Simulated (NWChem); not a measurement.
System: CH cation, singlet

Output (shortened):

```
             Northwest Computational Chemistry Package (NWChem) 7.3.0
             --------------------------------------------------------

 ORDER OF PRIMARY AXIS IS BEING SET TO 4
 C4V symmetry detected

                             Geometry "geometry" -> ""
                             -------------------------

 Output coordinates in angstroms (scale by  1.889725989 to convert to a.u.)

  No.       Tag          Charge          X              Y              Z
 ---- ---------------- ---------- -------------- -------------- --------------
    1 C                    6.0000     0.00000000     0.00000000    -0.17144037
    2 H                    1.0000     0.00000000     0.00000000     1.02864224

 Effective nuclear repulsion energy (a.u.)       2.6457040986

      Symmetry information
      --------------------

 Group name             C4v
 Group number             18
 Group order               8
 No. of unique centers     2

                                Z-matrix (autoz)
                                --------

 Units are Angstrom for bonds and degrees for angles

      Type          Name      I     J     K     L     M      Value
      ----------- --------  ----- ----- ----- ----- ----- ----------
    1 Stretch                  1     2                       1.20008

                           NWChem Geometry Optimization
                           ----------------------------

 maximum gradient threshold         (gmax) =   0.000450
 rms gradient threshold             (grms) =   0.000300
 maximum cartesian step threshold   (xmax) =   0.001800
 rms cartesian step threshold       (xrms) =   0.001200
 fixed trust radius                (trust) =   0.300000
 source of zmatrix                         =   autoz

          -------------------
          Energy Minimization
          -------------------

 Using diagonal initial Hessian
 Scaling for Hessian diagonals: bonds = 1.00  angles = 0.25  torsions = 0.10

          --------
          Step   0

                                 NWChem DFT Module
                                 -----------------

 Summary of "ao basis" -> "ao basis" (spherical)
 ------------------------------------------------------------------------------
       Tag                 Description            Shells   Functions and Types
 ---------------- ------------------------------  ------  ---------------------
 C                          def2-svp                 6       14   3s2p1d
 H                          def2-svp                 3        5   2s1p

      Symmetry analysis of basis
      --------------------------

        a1          9
        a2          0
        b1          1
        b2          1
        e           8

            General Information
            -------------------
          SCF calculation type: DFT
          Wavefunction type:  closed shell.
          No. of atoms     :     2
          No. of electrons :     6
           Alpha electrons :     3
            Beta electrons :     3
          Charge           :     1
          Spin multiplicity:     1
          Use of symmetry is: on ; symmetry adaption is: on
          Maximum number of iterations: 150
          AO basis - number of functions:    19
                     number of shells:     9
          Convergence on energy requested:  1.00D-06
          Convergence on density requested:  1.00D-05
          Convergence on gradient requested:  5.00D-04

              XC Information
              --------------
                         PBE0 Method XC Functional
                     Hartree-Fock (Exact) Exchange  0.250
          PerdewBurkeErnzerhof Exchange Functional  0.750
            Perdew 1991 LDA Correlation Functional  1.000 local
           PerdewBurkeErnz. Correlation Functional  1.000 non-local

             Grid Information
             ----------------
          Grid used for XC integration:  medium
          Radial quadrature: Mura-Knowles
          Angular quadrature: Lebedev.
          Tag              B.-S. Rad. Rad. Pts. Rad. Cut. Ang. Pts.
          ---              ---------- --------- --------- ---------
          C                   0.70       49           6.0       434
          H                   0.35       45           6.0       434
          Grid pruning is: on
          Number of quadrature shells:    94
          Spatial weights used:  Erf1

      Superposition of Atomic Density Guess
      -------------------------------------

 Sum of atomic energies:         -38.12408954

 Renormalizing density from       7.00 to      6

      Non-variational initial energy
      ------------------------------

 Total energy =     -34.003107
 1-e energy   =     -47.992260
 2-e energy   =      11.343449
 HOMO         =      -0.783692
 LUMO         =      -0.629946

      Symmetry analysis of molecular orbitals - initial
      -------------------------------------------------

 !! scf_movecs_sym_adapt:    2 vectors were symmetry contaminated

  Symmetry fudging
  Numbering of irreducible representations:

     1 a1          2 a2          3 b1          4 b2          5 e

  Orbital symmetries:

     1 a1          2 a1          3 a1          4 e           5 e
     6 a1          7 a1          8 e           9 e          10 a1
    11 a1         12 e          13 e

[...]

      ----------------------
      Optimization converged
      ----------------------

  Step       Energy      Delta E   Gmax     Grms     Xrms     Xmax
  ---- ---------------- -------- -------- -------- -------- --------
@    3     -37.98727338 -6.3D-10  0.00000  0.00000  0.00000  0.00001
                                     ok       ok       ok       ok

                                Z-matrix (autoz)
                                --------

 Units are Angstrom for bonds and degrees for angles

      Type          Name      I     J     K     L     M      Value     Gradient
      ----------- --------  ----- ----- ----- ----- ----- ---------- ----------
    1 Stretch                  1     2                       1.14724   -0.00000

                         Geometry "geometry" -> "geometry"
                         ---------------------------------

 Output coordinates in angstroms (scale by  1.889725989 to convert to a.u.)

  No.       Tag          Charge          X              Y              Z
 ---- ---------------- ---------- -------------- -------------- --------------
    1 C                    6.0000     0.00000000     0.00000000    -0.14502124
    2 H                    1.0000     0.00000000     0.00000000     1.00222311

 Effective nuclear repulsion energy (a.u.)       2.7675564389

      Symmetry information
      --------------------

 Group name             C4v
 Group number             18
 Group order               8
 No. of unique centers     2

                Final and change from initial internal coordinates
                --------------------------------------------------

                                Z-matrix (autoz)
                                --------

 Units are Angstrom for bonds and degrees for angles

      Type          Name      I     J     K     L     M      Value       Change
      ----------- --------  ----- ----- ----- ----- ----- ---------- ----------
    1 Stretch                  1     2                       1.14724   -0.05284

 ==============================================================================
                                internuclear distances
 ------------------------------------------------------------------------------
       center one      |      center two      | atomic units |  angstroms
 ------------------------------------------------------------------------------
    2 H                |   1 C                |     2.16798  |     1.14724
 ------------------------------------------------------------------------------
                         number of included internuclear distances:          1
 ==============================================================================

[second-derivative integrals and response iterations left out]

  Vibrational analysis via the FX method

  See chapter 2 in "Molecular Vibrations" by Wilson, Decius and Cross

  Vib: Default input used

[...]

 Rotational Constants
 --------------------
 A=   0.000000 cm-1  (  0.000000 K)
 B=  13.776108 cm-1  ( 19.820304 K)
 C=  13.776108 cm-1  ( 19.820304 K)

 Temperature                      =   298.15K
 frequency scaling parameter      =   1.0000

 Linear Molecule

 Zero-Point correction to Energy  =    4.099 kcal/mol  (  0.006532 au)
 Thermal correction to Energy     =    5.579 kcal/mol  (  0.008891 au)
 Thermal correction to Enthalpy   =    6.172 kcal/mol  (  0.009835 au)

 Total Entropy                    =   40.994 cal/mol-K
   - Translational                =   33.623 cal/mol-K (mol. weight =  13.0078)
   - Rotational                   =    7.371 cal/mol-K (symmetry #  =        1)
   - Vibrational                  =    0.000 cal/mol-K

 Cv (constant volume heat capacity) =    4.966 cal/mol-K
   - Translational                  =    2.979 cal/mol-K
   - Rotational                     =    1.986 cal/mol-K
   - Vibrational                    =    0.000 cal/mol-K

[normal modes left out]

 ----------------------------------------------------------------------------
 Normal Eigenvalue ||           Projected Infra Red Intensities
  Mode   [cm**-1]  || [atomic units] [(debye/angs)**2] [(KM/mol)] [arbitrary]
 ------ ---------- || -------------- ----------------- ---------- -----------
    1       -0.000 ||    0.031477           0.726        30.685       3.861
    2        0.000 ||    0.028037           0.647        27.331       3.439
    3        0.000 ||    0.076876           1.774        74.943       9.429
    4        0.000 ||    0.175014           4.038       170.613      21.466
    5        0.000 ||    0.171574           3.958       167.259      21.044
    6     2868.496 ||    0.006209           0.143         6.053       0.762
 ----------------------------------------------------------------------------
```

Level: PBE0/def2-SVP. Low-valent species are run as closed-shell singlets; no triplet was tried in these runs.

Reconstruct the input file.

Several could match; the one computed here: the input that was run:
```
start job
memory heap 200 mb stack 900 mb global 1100 mb
charge 1
geometry units angstroms
  C      0.006170    -0.003349    -0.092648
  H     -0.073526     0.039904     1.104004
end
basis spherical
  * library def2-svp
end
dft
  xc pbe0
  iterations 150
end
driver
  maxiter 120
end
task dft optimize
task dft freq
```
